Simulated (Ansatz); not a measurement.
# HF/3-21G run of H2S2Si (SMILES S[Si]S)

Aim: the vertical electron affinity of H2S2Si at HF/3-21G, from 2 runs. 

The results are computed with Ansatz 0.2.0.

## (1) The structure to begin with

H2S2Si: 5 atoms, total charge 0, spin state singlet. As SMILES, `S[Si]S`. The shape is that of a PBE0-D4/def2-TZVP optimisation.

Bond lengths: S1–Si2 2.140 Å, Si2–S3 2.145 Å, S1–H4 1.344 Å, S3–H5 1.346 Å. Angles: S1–Si2–S3 98.2°, Si2–S1–H4 94.8°, Si2–S3–H5 101.2°.

## (2) A single-point energy at HF/3-21G

File molecule.yaml:

```yaml
crystal:
  periodic: [false, false, false]
  atoms:
    - {symbol: S, position_ang: [-0.640700, -1.023800, -0.541200]}
    - {symbol: Si, position_ang: [-0.655200, 0.968900, 0.237800]}
    - {symbol: S, position_ang: [1.426500, 1.117300, 0.734200]}
    - {symbol: H, position_ang: [-1.954700, -1.042200, -0.825100]}
    - {symbol: H, position_ang: [1.874100, -0.093900, 0.352900]}
basis:
  gaussian: {orbitals: 3-21G.json}
total_charge: 0
hamiltonian: {xc: hf}
accuracy: high
output: {orbitals: {seedname: orbitals}}
```

The basis set 3-21G is read from a file made from the Basis Set Exchange's data (not shown).

Launch:

```bash
$ ansatz run molecule.yaml --threads 1 --pin off --max-ram 2610MiB --events-out events.jsonl --progress --plain --runs-dir runs
```

The log of the run:

```text
Warning: RAYON_NUM_THREADS=1 ignored (pool sized by the plan → 1); use --threads N
Functional definition: HF
  name "HF"
  exchange = exact_x
  correlation = 0
945 factors; integrals over basis functions are off by at most 5.4e-9 eV
mean field evaluation 1: about -29378.9973 eV, gradient 1.5e1 eV
mean field evaluation 2: about -29379.0004 eV, gradient 1.5e1 eV
mean field evaluation 4: about -29379.9804 eV, gradient 1.3e0 eV
mean field evaluation 8: about -29379.9930 eV, gradient 8.8e-5 eV
mean field -29379.99304786 eV, -1079.6948300342 hartree, gradient 2.7e-8 eV, S^2 0.000000; 0 other end points of the search recorded, 0 dependent functions left out
reference -29379.99304786 eV, -1079.6948300342 hartree; 24, 24 occupied and 19, 19 virtual orbitals, 945 factors
Total energy: -29379.99304786 eV, -1079.6948300342 hartree
```

Run time: 0.3 s. Hardware: 1 thread of AMD EPYC 9R45 (Zen 5), shared host; peak memory 0.11 GiB.

## (3) The doublet anion, same level

File run.yaml:

```yaml
crystal:
  periodic: [false, false, false]
  atoms:
    - symbol: S
      position_ang: [-0.640700, -1.023800, -0.541200]
    - symbol: Si
      position_ang: [-0.655200, 0.968900, 0.237800]
    - symbol: S
      position_ang: [1.426500, 1.117300, 0.734200]
    - symbol: H
      position_ang: [-1.954700, -1.042200, -0.825100]
    - symbol: H
      position_ang: [1.874100, -0.093900, 0.352900]
basis:
  gaussian: {orbitals: 3-21G.json}
total_charge: -1
magnetization: {spin_polarized: true, initial_magnetization: 1}
hamiltonian: {xc: hf}
accuracy: high
output: {orbitals: {seedname: orbitals}}
```

The basis set 3-21G is read from a file made from the Basis Set Exchange's data (not shown).

Launch:

```bash
$ ansatz run run.yaml --threads 1 --pin off --max-ram 2610MiB --events-out events.jsonl --progress --plain --runs-dir runs
```

The log of the run:

```text
Warning: RAYON_NUM_THREADS=1 ignored (pool sized by the plan → 1); use --threads N
[... 4 set-up lines as earlier in the session ...]
946 factors; integrals over basis functions are off by at most 5.4e-9 eV
mean field evaluation 1: about -29379.2188 eV, gradient 1.1e1 eV
mean field evaluation 2: about -29379.2251 eV, gradient 1.1e1 eV
mean field evaluation 4: about -29380.3478 eV, gradient 9.3e-1 eV
mean field evaluation 8: about -29380.3636 eV, gradient 4.0e-2 eV
mean field -29380.36362596 eV, -1079.7084485284 hartree, gradient 2.7e-8 eV, S^2 0.760544; 0 other end points of the search recorded, 0 dependent functions left out
reference -29380.36362596 eV, -1079.7084485284 hartree; 25, 24 occupied and 18, 19 virtual orbitals, 946 factors
Total energy: -29380.36362596 eV, -1079.7084485284 hartree
```

It took 0.44 s on 1 thread of AMD EPYC 9R45 (Zen 5), shared host; peak memory 0.13 GiB.

## (4) Outcome

Level: HF/3-21G.

| quantity | value |
| --- | --- |
| singlet H2S2Si: total energy | -1079.69483 Eh |
| singlet H2S2Si: HOMO energy | -9.80 eV |
| singlet H2S2Si: LUMO energy | 0.30 eV |
| singlet H2S2Si: HOMO–LUMO gap | 10.10 eV |
| doublet anion: total energy | -1079.70845 Eh |
| doublet anion: HOMO energy (highest over α and β) | -1.01 eV |
| doublet anion: LUMO energy (lowest over α and β) | 7.76 eV |
| doublet anion: ⟨S²⟩ | 0.761 |
| vertical electron affinity (to the doublet anion) | 0.371 eV |

**Reading.** At fixed nuclei the extra electron is bound by 0.37 eV (35.8 kJ/mol). The basis has no diffuse functions, so the error can pass this value.
